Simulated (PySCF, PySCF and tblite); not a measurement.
# C₃H₃ClS: a path driven as rotation about a bond, and NMR exchange, part 2 of 2

PySCF and tblite. Atoms count from 0.

## 12. Shieldings, end: PBE0/cc-pVTZ

The job: settings as JSON, then the geometry in Å.

```
{"job": {"kind": "nmr", "xc": "PBE0", "basis": "cc-pVTZ", "pop": false}, "charge": 0, "multiplicity": 1}
C     -1.236996    -0.275938     0.204504
C     -0.118603     0.363633    -0.158398
Cl    -0.202831     1.937954    -0.866863
C      1.192123    -0.205850     0.013247
S      2.592712     0.498672    -0.403090
H     -2.209218     0.162058     0.068194
H     -1.190375    -1.255882     0.646263
H      1.206389    -1.194828     0.462680
```

Log:

```text
coarse grid: 8368 points
cycle   1  E = -974.0710810779  dE =  6.624e-01  |g| = 3.125e-01  |ddm| = 5.564e+00
cycle   2  E = -974.0131726246  dE =  5.791e-02  |g| = 5.626e-01  |ddm| = 1.443e+00
cycle   3  E = -974.1003133823  dE = -8.714e-02  |g| = 9.539e-02  |ddm| = 9.038e-01
cycle   4  E = -974.1024553504  dE = -2.142e-03  |g| = 3.306e-02  |ddm| = 1.897e-01
cycle   5  E = -974.1026961907  dE = -2.408e-04  |g| = 1.468e-02  |ddm| = 6.923e-02
cycle   6  E = -974.1027564663  dE = -6.028e-05  |g| = 2.976e-03  |ddm| = 2.524e-02
cycle   7  E = -974.1027584272  dE = -1.961e-06  |g| = 1.149e-03  |ddm| = 5.443e-03
final grid: 73232 points
cycle   8  E = -974.1124719542  dE = -2.651e-05  |g| = 9.554e-03  |ddm| = 7.772e-02
cycle   9  E = -974.1123887791  dE =  8.318e-05  |g| = 1.924e-02  |ddm| = 4.003e-02
cycle  10  E = -974.1124946411  dE = -1.059e-04  |g| = 1.534e-03  |ddm| = 2.922e-02
cycle  11  E = -974.1124953415  dE = -7.004e-07  |g| = 2.629e-04  |ddm| = 2.752e-03
cycle  12  E = -974.1124953574  dE = -1.593e-08  |g| = 8.547e-05  |ddm| = 5.287e-04
cycle  13  E = -974.1124953591  dE = -1.691e-09  |g| = 2.998e-05  |ddm| = 1.520e-04
cycle  14  E = -974.1124953594  dE = -2.508e-10  |g| = 6.355e-06  |ddm| = 4.936e-05
converged SCF energy = -974.1124953594

GIAO shielding tensors (ppm)
atom      isotropic    diamagn.    paramagn.     s11        s22        s33       span
  0 C       53.522     253.741    -200.219    -46.714     55.682    151.598    198.312
  1 C       30.820     248.662    -217.843    -69.010     57.532    103.936    172.946
  2 Cl     729.324    1145.863    -416.539    513.255    726.078    948.640    435.386
  3 C      -47.233     248.169    -295.401   -202.942    -68.773    130.016    332.958
  4 S     -664.005    1056.555   -1720.561  -2434.451   -312.641    755.075   3189.526
  5 H       24.613      30.006      -5.393     20.733     23.566     29.539      8.806
  6 H       25.707      30.934      -5.227     22.772     24.686     29.664      6.893
  7 H       20.072      29.025      -8.953     15.313     19.671     25.233      9.920
```

Run time: 16 s. Hardware: 1 thread of Arm Neoverse V1, shared host; peak memory 0.79 GiB.

This run: HOMO -6.69 eV, LUMO -3.03 eV; dipole 3.13 D.

## 13. Second level: PBE0/cc-pVTZ + D3(BJ)

The job: settings as JSON, then the geometry in Å.

```
{"job": {"smiles": "C=C(Cl)C=S", "charge": 0, "mult": 1, "motion": "rotation", "what": "diene or enone", "atoms": [1, 3], "drives": [{"terms": [["t", [0, 1, 3, 4], 0.25], ["t", [0, 1, 3, 7], 0.25], ["t", [2, 1, 3, 4], 0.25], ["t", [2, 1, 3, 7], 0.25]], "by": 180, "n": 12}], "study": "path", "level": {"kind": "nmr", "xc": "PBE0", "basis": "cc-pVTZ", "wide": true}, "fields": [360, 500, 800], "first": 3, "seed": 38, "kind": "pathvar"}, "charge": 0, "multiplicity": 1}
C     -1.180513    -0.339691    -0.245158
C     -0.144062     0.409815     0.140726
Cl    -0.398161     2.022111     0.737326
C      1.232536    -0.009559     0.108057
S      1.735099    -1.467120    -0.401356
H     -2.192823     0.017955    -0.202378
H     -1.009196    -1.336933    -0.612948
H      1.966177     0.712836     0.451166
```

Log:

```text
stationary points (kcal/mol above the start)
  n  kind          group   xTB      DFT    lowest mode
  0  minimum      Cs       0.00     0.00      89.8
  1  saddle       C1       6.97     7.05    -121.0
  2  minimum      Cs       1.50    -1.20     108.2

GFN2-xTB energies: T/K, barrier G, reaction G (kcal/mol), k forward, k back (1/s)
 150.00     6.72     1.51   1.01e+03    1.6e+05
 200.00     6.78     1.51   3.29e+05   1.45e+07
 250.00     6.84     1.50   1.08e+07   2.23e+08
 298.15     6.92     1.50   1.05e+08   1.32e+09
 350.00     7.01     1.50    6.1e+08   5.25e+09
 400.00     7.11     1.49   2.18e+09   1.42e+10
 500.00     7.33     1.48   1.31e+10   5.82e+10

CAM-B3LYP/pcSseg-1 + D3(BJ) energies: T/K, barrier G, reaction G (kcal/mol), k forward, k back (1/s)
 150.00     6.20    -0.54   5.74e+03        936
 200.00     6.26    -0.54   1.21e+06   3.08e+05
 250.00     6.33    -0.55   3.07e+07   1.02e+07
 298.15     6.40    -0.55   2.52e+08   9.98e+07
 350.00     6.49    -0.55   1.28e+09   5.81e+08
 400.00     6.59    -0.56   4.17e+09   2.07e+09
 500.00     6.81    -0.57    2.2e+10   1.24e+10

PBE0/cc-pVTZ + D3(BJ) energies: T/K, barrier G, reaction G (kcal/mol), k forward, k back (1/s)
 150.00     6.79    -1.19        792       14.8
 200.00     6.85    -1.19   2.74e+05   1.38e+04
 250.00     6.92    -1.19   9.36e+06   8.51e+05
 298.15     6.99    -1.19    9.3e+07   1.24e+07
 350.00     7.08    -1.20    5.5e+08   9.83e+07
 400.00     7.18    -1.20   1.98e+09   4.38e+08
 500.00     7.40    -1.21   1.21e+10   3.59e+09
```

Wall time 73 s (1 thread of Arm Neoverse V1, shared host); peak memory 0.84 GiB. This counts the runs that the step sums up.

Barriers by level (kcal/mol; entropies in cal/(mol K)). Zero-point and thermal terms come from xTB in every row. ΔG‡ leaves symmetry out; the rate counts equivalent paths (a factor of 2); effective ΔG‡, where given, is the barrier that would give that rate by Eyring's equation alone:

| level | ΔE‡ | with zero-point | ΔH‡ | ΔS‡ | ΔG‡ (298 K) | ΔE of reaction | k at 298 K (1/s) | effective ΔG‡ |
| --- | --- | --- | --- | --- | --- | --- | --- | --- |
| GFN2-xTB | 6.97 | 6.63 | 6.27 | -2.2 | 6.92 | 1.50 | 1e+08 | 6.51 |
| CAM-B3LYP/pcSseg-1 + D3(BJ) | 6.46 | 6.11 | 5.75 | -2.2 | 6.40 | -0.55 | 2.5e+08 | 5.99 |
| PBE0/cc-pVTZ + D3(BJ) | 7.05 | 6.70 | 6.34 | -2.2 | 6.99 | -1.20 | 9.3e+07 | 6.58 |

## 14. Shieldings, start: PBE0/6-31G*

The job: settings as JSON, then the geometry in Å.

```
{"job": {"kind": "nmr", "xc": "PBE0", "basis": "6-31G*", "pop": false}, "charge": 0, "multiplicity": 1}
C     -1.180513    -0.339691    -0.245158
C     -0.144062     0.409815     0.140726
Cl    -0.398161     2.022111     0.737326
C      1.232536    -0.009559     0.108057
S      1.735099    -1.467120    -0.401356
H     -2.192823     0.017955    -0.202378
H     -1.009196    -1.336933    -0.612948
H      1.966177     0.712836     0.451166
```

Log:

```text
coarse grid: 8368 points
cycle   1  E = -974.0167576126  dE =  6.696e-01  |g| = 3.194e-01  |ddm| = 3.053e+00
cycle   2  E = -973.9489010619  dE =  6.786e-02  |g| = 5.965e-01  |ddm| = 1.121e+00
cycle   3  E = -974.0471072997  dE = -9.821e-02  |g| = 8.071e-02  |ddm| = 7.855e-01
cycle   4  E = -974.0488728245  dE = -1.766e-03  |g| = 2.427e-02  |ddm| = 1.200e-01
cycle   5  E = -974.0489929588  dE = -1.201e-04  |g| = 1.318e-02  |ddm| = 4.177e-02
cycle   6  E = -974.0490428152  dE = -4.986e-05  |g| = 2.184e-03  |ddm| = 1.617e-02
cycle   7  E = -974.0490441298  dE = -1.315e-06  |g| = 6.724e-04  |ddm| = 3.154e-03
final grid: 73232 points
cycle   8  E = -973.9929210521  dE =  1.967e-06  |g| = 9.044e-03  |ddm| = 1.912e-02
cycle   9  E = -973.9928354652  dE =  8.559e-05  |g| = 1.892e-02  |ddm| = 3.330e-02
cycle  10  E = -973.9929458380  dE = -1.104e-04  |g| = 9.413e-04  |ddm| = 2.449e-02
cycle  11  E = -973.9929460465  dE = -2.084e-07  |g| = 3.548e-04  |ddm| = 1.310e-03
cycle  12  E = -973.9929460843  dE = -3.787e-08  |g| = 6.765e-05  |ddm| = 4.716e-04
cycle  13  E = -973.9929460854  dE = -1.116e-09  |g| = 2.529e-05  |ddm| = 8.549e-05
cycle  14  E = -973.9929460856  dE = -1.999e-10  |g| = 6.329e-06  |ddm| = 4.414e-05
converged SCF energy = -973.9929460856

GIAO shielding tensors (ppm)
atom      isotropic    diamagn.    paramagn.     s11        s22        s33       span
  0 C       75.190     259.487    -184.297     -0.106     52.166    173.509    173.614
  1 C       58.643     255.275    -196.632    -28.848     84.666    120.110    148.958
  2 Cl     732.795    1146.427    -413.632    567.318    603.214   1027.854    460.536
  3 C      -32.035     255.206    -287.241   -180.644    -51.537    136.075    316.719
  4 S     -484.303    1057.777   -1542.080  -1988.160   -253.781    789.030   2777.189
  5 H       27.145      30.212      -3.067     25.251     26.349     29.835      4.583
  6 H       25.489      31.053      -5.564     22.498     24.171     29.797      7.299
  7 H       21.483      28.356      -6.873     17.138     20.197     27.115      9.977
```

Wall time 4.4 s (1 thread of Arm Neoverse V1, shared host); peak memory 0.44 GiB.

This run: HOMO -6.81 eV, LUMO -3.08 eV; dipole 1.41 D.

## 15. Single-point energy, saddle of leg 1: PBE0/6-31G*

The job: settings as JSON, then the geometry in Å.

```
{"job": {"kind": "sp", "xc": "PBE0", "basis": "6-31G*", "pop": false}, "charge": 0, "multiplicity": 1}
C     -1.247344    -0.351367    -0.015255
C     -0.148071     0.380788     0.000341
Cl    -0.197983     2.112889    -0.174969
C      1.220580    -0.122995     0.154198
S      2.233466    -0.362221    -1.079339
H     -2.220465     0.086073    -0.145350
H     -1.191380    -1.420611     0.089335
H      1.551197    -0.322556     1.171039
```

Log:

```text
coarse grid: 8368 points
cycle   1  E = -973.9964284430  dE =  6.748e-01  |g| = 3.671e-01  |ddm| = 3.020e+00
cycle   2  E = -973.8994411743  dE =  9.699e-02  |g| = 7.130e-01  |ddm| = 1.097e+00
cycle   3  E = -974.0337501892  dE = -1.343e-01  |g| = 9.059e-02  |ddm| = 7.703e-01
cycle   4  E = -974.0359020665  dE = -2.152e-03  |g| = 3.119e-02  |ddm| = 1.283e-01
cycle   5  E = -974.0361270814  dE = -2.250e-04  |g| = 1.498e-02  |ddm| = 4.899e-02
cycle   6  E = -974.0361917433  dE = -6.466e-05  |g| = 1.474e-03  |ddm| = 1.672e-02
cycle   7  E = -974.0361922507  dE = -5.074e-07  |g| = 4.779e-04  |ddm| = 2.260e-03
final grid: 73232 points
cycle   8  E = -973.9805246309  dE =  1.866e-06  |g| = 9.444e-03  |ddm| = 1.851e-02
cycle   9  E = -973.9804363228  dE =  8.831e-05  |g| = 1.970e-02  |ddm| = 3.155e-02
cycle  10  E = -973.9805504689  dE = -1.141e-04  |g| = 1.813e-03  |ddm| = 2.257e-02
cycle  11  E = -973.9805513210  dE = -8.521e-07  |g| = 3.474e-04  |ddm| = 1.907e-03
cycle  12  E = -973.9805513544  dE = -3.346e-08  |g| = 9.695e-05  |ddm| = 4.761e-04
cycle  13  E = -973.9805513566  dE = -2.141e-09  |g| = 2.917e-05  |ddm| = 1.039e-04
cycle  14  E = -973.9805513568  dE = -2.135e-10  |g| = 1.006e-05  |ddm| = 4.674e-05
converged SCF energy = -973.9805513568
```

It took 2.2 s on 1 thread of Arm Neoverse V1, shared host; peak memory 0.44 GiB.

This run: HOMO -6.82 eV, LUMO -2.76 eV; dipole 2.21 D.

## 16. Shieldings, end: PBE0/6-31G*

The job: settings as JSON, then the geometry in Å.

```
{"job": {"kind": "nmr", "xc": "PBE0", "basis": "6-31G*", "pop": false}, "charge": 0, "multiplicity": 1}
C     -1.236996    -0.275938     0.204504
C     -0.118603     0.363633    -0.158398
Cl    -0.202831     1.937954    -0.866863
C      1.192123    -0.205850     0.013247
S      2.592712     0.498672    -0.403090
H     -2.209218     0.162058     0.068194
H     -1.190375    -1.255882     0.646263
H      1.206389    -1.194828     0.462680
```

Log:

```text
coarse grid: 8368 points
cycle   1  E = -974.0154590811  dE =  6.788e-01  |g| = 3.146e-01  |ddm| = 3.053e+00
cycle   2  E = -973.9461824274  dE =  6.928e-02  |g| = 5.873e-01  |ddm| = 1.275e+00
cycle   3  E = -974.0479712347  dE = -1.018e-01  |g| = 8.613e-02  |ddm| = 8.769e-01
cycle   4  E = -974.0498554240  dE = -1.884e-03  |g| = 2.736e-02  |ddm| = 1.138e-01
cycle   5  E = -974.0500119602  dE = -1.565e-04  |g| = 1.496e-02  |ddm| = 4.687e-02
cycle   6  E = -974.0500766187  dE = -6.466e-05  |g| = 2.622e-03  |ddm| = 1.800e-02
cycle   7  E = -974.0500783793  dE = -1.761e-06  |g| = 7.346e-04  |ddm| = 3.505e-03
final grid: 73232 points
cycle   8  E = -973.9942649086  dE =  3.275e-07  |g| = 9.084e-03  |ddm| = 1.932e-02
cycle   9  E = -973.9941759152  dE =  8.899e-05  |g| = 1.917e-02  |ddm| = 3.368e-02
cycle  10  E = -973.9942897267  dE = -1.138e-04  |g| = 8.417e-04  |ddm| = 2.543e-02
cycle  11  E = -973.9942899650  dE = -2.382e-07  |g| = 1.107e-04  |ddm| = 1.653e-03
cycle  12  E = -973.9942899680  dE = -3.084e-09  |g| = 4.552e-05  |ddm| = 2.115e-04
cycle  13  E = -973.9942899687  dE = -6.239e-10  |g| = 1.440e-05  |ddm| = 8.056e-05
converged SCF energy = -973.9942899687

GIAO shielding tensors (ppm)
atom      isotropic    diamagn.    paramagn.     s11        s22        s33       span
  0 C       67.568     259.482    -191.914    -23.608     67.017    159.293    182.901
  1 C       50.356     254.764    -204.407    -37.472     74.709    113.832    151.303
  2 Cl     754.230    1146.473    -392.242    555.106    741.303    966.282    411.176
  3 C      -24.552     256.231    -280.783   -171.364    -42.353    140.061    311.425
  4 S     -608.522    1056.601   -1665.123  -2346.988   -255.019    776.441   3123.428
  5 H       25.629      30.114      -4.485     22.365     24.397     30.125      7.760
  6 H       26.471      31.488      -5.018     23.626     25.439     30.348      6.722
  7 H       21.149      30.096      -8.947     17.753     20.399     25.296      7.542
```

It took 4.2 s on 1 thread of Arm Neoverse V1, shared host; peak memory 0.44 GiB.

Key values: HOMO -6.59 eV, LUMO -2.90 eV; dipole 3.41 D.

## 17. Second level: PBE0/6-31G* + D3(BJ)

The job: settings as JSON, then the geometry in Å.

```
{"job": {"smiles": "C=C(Cl)C=S", "charge": 0, "mult": 1, "motion": "rotation", "what": "diene or enone", "atoms": [1, 3], "drives": [{"terms": [["t", [0, 1, 3, 4], 0.25], ["t", [0, 1, 3, 7], 0.25], ["t", [2, 1, 3, 4], 0.25], ["t", [2, 1, 3, 7], 0.25]], "by": 180, "n": 12}], "study": "path", "level": {"kind": "nmr", "xc": "PBE0", "basis": "6-31G*", "wide": true}, "fields": [360, 500, 800], "first": 3, "seed": 38, "kind": "pathvar"}, "charge": 0, "multiplicity": 1}
C     -1.180513    -0.339691    -0.245158
C     -0.144062     0.409815     0.140726
Cl    -0.398161     2.022111     0.737326
C      1.232536    -0.009559     0.108057
S      1.735099    -1.467120    -0.401356
H     -2.192823     0.017955    -0.202378
H     -1.009196    -1.336933    -0.612948
H      1.966177     0.712836     0.451166
```

Log:

```text
stationary points (kcal/mol above the start)
  n  kind          group   xTB      DFT    lowest mode
  0  minimum      Cs       0.00     0.00      89.8
  1  saddle       C1       6.97     7.78    -121.0
  2  minimum      Cs       1.50    -0.84     108.2

GFN2-xTB energies: T/K, barrier G, reaction G (kcal/mol), k forward, k back (1/s)
 150.00     6.72     1.51   1.01e+03    1.6e+05
 200.00     6.78     1.51   3.29e+05   1.45e+07
 250.00     6.84     1.50   1.08e+07   2.23e+08
 298.15     6.92     1.50   1.05e+08   1.32e+09
 350.00     7.01     1.50    6.1e+08   5.25e+09
 400.00     7.11     1.49   2.18e+09   1.42e+10
 500.00     7.33     1.48   1.31e+10   5.82e+10

CAM-B3LYP/pcSseg-1 + D3(BJ) energies: T/K, barrier G, reaction G (kcal/mol), k forward, k back (1/s)
 150.00     6.20    -0.54   5.74e+03        936
 200.00     6.26    -0.54   1.21e+06   3.08e+05
 250.00     6.33    -0.55   3.07e+07   1.02e+07
 298.15     6.40    -0.55   2.52e+08   9.98e+07
 350.00     6.49    -0.55   1.28e+09   5.81e+08
 400.00     6.59    -0.56   4.17e+09   2.07e+09
 500.00     6.81    -0.57    2.2e+10   1.24e+10

PBE0/6-31G* + D3(BJ) energies: T/K, barrier G, reaction G (kcal/mol), k forward, k back (1/s)
 150.00     7.52    -0.83       68.5       4.27
 200.00     7.58    -0.83   4.37e+04    5.4e+03
 250.00     7.65    -0.83   2.16e+06   4.03e+05
 298.15     7.72    -0.84   2.72e+07   6.63e+06
 350.00     7.81    -0.84   1.93e+08   5.77e+07
 400.00     7.91    -0.84   7.93e+08   2.75e+08
 500.00     8.13    -0.85   5.82e+09   2.47e+09
```

Wall time 84 s (1 thread of Arm Neoverse V1, shared host); peak memory 0.84 GiB. This counts the runs that the step sums up.

Barriers by level (kcal/mol; entropies in cal/(mol K)). Zero-point and thermal terms come from xTB in every row. ΔG‡ leaves symmetry out; the rate counts equivalent paths (a factor of 2); effective ΔG‡, where given, is the barrier that would give that rate by Eyring's equation alone:

| level | ΔE‡ | with zero-point | ΔH‡ | ΔS‡ | ΔG‡ (298 K) | ΔE of reaction | k at 298 K (1/s) | effective ΔG‡ |
| --- | --- | --- | --- | --- | --- | --- | --- | --- |
| GFN2-xTB | 6.97 | 6.63 | 6.27 | -2.2 | 6.92 | 1.50 | 1e+08 | 6.51 |
| CAM-B3LYP/pcSseg-1 + D3(BJ) | 6.46 | 6.11 | 5.75 | -2.2 | 6.40 | -0.55 | 2.5e+08 | 5.99 |
| PBE0/6-31G* + D3(BJ) | 7.78 | 7.43 | 7.07 | -2.2 | 7.72 | -0.84 | 2.7e+07 | 7.31 |

## 18. Outcome

The summary covers parts 1 to 2.

| quantity | value |
| --- | --- |
| barrier (CAM-B3LYP/pcSseg-1 + D3(BJ)) | ΔE‡ 6.5, ΔG‡(298 K) 6.4 kcal/mol |
| barrier (GFN2-xTB) | ΔE‡ 7.0 kcal/mol |
| rate at 298 K | 2.5e+08 s⁻¹ |
| end of the path | -0.6 kcal/mol from the start |

What this shows: DFT puts the top 6.5 kcal/mol above the start (xTB: 7.0); the rate from the DFT barrier is 2.5e+08 s⁻¹ at 298 K. An error of 1.4 kcal/mol changes that rate tenfold. PBE0/cc-pVTZ + D3(BJ) moves the barrier from 6.5 to 7.0 kcal/mol. PBE0/6-31G* + D3(BJ) moves the barrier from 6.5 to 7.8 kcal/mol.
